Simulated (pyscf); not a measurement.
`[NH]=[Ta]([NH2])([NH2])[NH2]` + `[SiH4]` → `[NH2][TaH]([NH2])([NH2])[NH][SiH3]` (addition across a multiple bond or ene-type step; singlet surface; H–Si broken, N–Si, H–Ta formed). Structures and frequencies: ωB97X-D3(BJ)/def2-SVP in PySCF. Rate constants from transition-state theory at the high-pressure limit, ωB97M-D3(BJ)/def2-TZVP energies (ideal gas, 1 atm, RRHO with modes under 100 cm⁻¹ raised to 100, one conformer, R ln 2 for chiral ones without a mode under 150 cm⁻¹; no tunnelling), k in cm³ molecule⁻¹ s⁻¹.

```
T (K)  1000/T  log10 k
-----  ------  -------
298     3.354   -22.36
600     1.667   -18.00
900     1.111        ?
1200    0.833   -15.48
```

Problem. Fit an Arrhenius line to the three values, give the activation energy, and predict k at 900 K.

Solution. Least squares gives log10 k = -13.33 − 2.71 × 1000/T, so Ea = 2.71 × ln 10 × 1.987 = 12.4 kcal/mol, against an electronic barrier of 9.1. At 900 K the line gives -16.34; the computed value is -16.39 (ΔG‡ = 44.3 kcal/mol), close to the line. At the saddle there is also a short Si–Ta contact that neither side keeps. One saddle was located; it need not be the lowest between these sides. Elements past Kr carry the def2 core potentials, without spin-orbit coupling.
